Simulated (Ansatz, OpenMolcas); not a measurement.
# How basis sets differ on SiH4 (silane)

SiH4 has 5 atoms, charge 0, and is taken as a singlet. As SMILES, `[SiH4]`. Geometry: relaxed at PBE0-D4/def2-TZVP.

Each level gives the vertical energy of the triplet above the singlet (eV). The values are calculated.

```csv
level,kind,program,value (eV),less CCSD(T)/cc-pVTZ,CPU time (all runs)
"CCSD(T)/pcseg-0, open shells restricted",coupled cluster or CI,OpenMolcas,8.96,+0.03,5.4 s
"CCSD(T)/pcseg-1, open shells restricted",coupled cluster or CI,OpenMolcas,9.13,+0.20,7.3 s
"CCSD(T)/aug-pcseg-1, open shells restricted",coupled cluster or CI,OpenMolcas,8.76,-0.17,18 s
CCSD(T)/cc-pVTZ,coupled cluster or CI,Ansatz,8.93,0.00,43 s
"CCSD(T)/cc-pVTZ, open shells restricted",coupled cluster or CI,OpenMolcas,8.93,0.00,58 s
"CCSD(T)/pcseg-2, open shells restricted",coupled cluster or CI,OpenMolcas,8.91,-0.02,51 s
```

CCSD(T)/cc-pVTZ is the highest level here, not the true value. The values span 8.76 to 9.13 eV. A triplet this far above the singlet is often a Rydberg-like or dissociative state; sets without diffuse functions put Rydberg states too high. CPU times are rough (shared hosts, several kinds of processor): they show what a rung costs within a factor of a few.
